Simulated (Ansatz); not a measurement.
The cluster AlN2. The state is a doublet with charge 0. Geometry r2SCAN-D4/def2-TZVP.

```csv
atom,x (Å),y (Å),z (Å)
Al1,-1.253,-0.753,0.859
N2,0.203,0.126,-0.149
N3,1.049,0.627,-0.710
```

B3LYP takes the VWN-RPA correlation. At r2SCAN-D4/def2-TZVP the program marks the result for the charge 0 doublet as doubtful (asymmetric forces). The structure comes from a short search, and lower isomers may exist.

Question: Estimate the α-spin orbital energies around the gap (eV) in Ansatz with revPBE-D4/def2-TZVP, r2SCAN-D4/def2-TZVP, B97M-V/def2-TZVP, B3LYP-D4/def2-TZVP, PBE0-D4/def2-TZVPD.

Answer: 
```csv
orbital,revPBE-D4/def2-TZVP,r2SCAN-D4/def2-TZVP,B97M-V/def2-TZVP,B3LYP-D4/def2-TZVP,PBE0-D4/def2-TZVPD
HOMO−5,-15.37,-16.25,-16.58,-17.03,-17.57
HOMO−4,-11.42,-12.00,-11.91,-12.77,-13.23
HOMO−3,-11.38,-11.78,-11.73,-12.47,-12.89
HOMO−2,-10.94,-11.57,-11.65,-12.44,-12.84
HOMO−1,-6.40,-6.64,-6.67,-7.29,-7.46
HOMO,-3.77,-4.08,-3.80,-4.40,-4.66
LUMO,-3.49,-3.44,-3.30,-2.73,-2.59
LUMO+1,-1.65,-1.65,-1.54,-1.16,-1.07
LUMO+2,-1.48,-1.29,-1.22,-0.64,-0.45
LUMO+3,-0.24,0.04,-0.10,0.26,0.23
LUMO+4,2.24,2.86,2.50,2.66,0.48
LUMO+5,3.25,3.67,3.68,3.96,1.71
β HOMO,-6.10,-6.31,-6.36,-7.01,-7.14
β LUMO,-3.29,-3.23,-3.03,-2.58,-2.38
```
